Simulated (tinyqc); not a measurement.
Orbital energy against energy difference: ionisation energy by orbital energies and by energy differences in the 6-31g* basis, for LiH, spin multiplicity 1. Computed by the program tinyqc with PySCF. The cation is unrestricted; errors are against CCSD(T) in this basis, not against experiment.

Geometry (angstrom):
```
atom       x       y       z
Li    0.0000  0.0000  0.0000
H     0.0000  0.0000  1.3880
```

CCSD(T) difference in the same basis = 7.9198 eV

IP-EOM-CCSD = 7.9195 eV

First vertical ionisation energy (eV):
```
method     -e(HOMO)  E(cation) - E  error of -e(HOMO)  error of the difference
HF            8.467        7.32882              0.547                   -0.591
LDA           4.522        8.53564             -3.398                    0.616
PBE           4.514        8.37823             -3.406                    0.458
B3LYP         5.497        8.62381             -2.423                    0.704
PBE0          5.632        8.33715             -2.287                    0.417
CAM-B3LYP     7.071        8.60815             -0.848                    0.688
LC-wPBE       8.399        8.41938              0.479                    0.500
```

What does the comparison show, and why?

Koopmans errs by +0.55 eV and Delta-HF by -0.59 eV: relaxation, 1.14 eV, lowers the value and the missing correlation difference works against it. The PBE level is off by -3.4 eV through the wrong tail of its potential, though its energy difference is off by +0.46 eV; exact exchange deepens the level, and among the orbital energies LC-wPBE comes closest; among the differences PBE0 does.
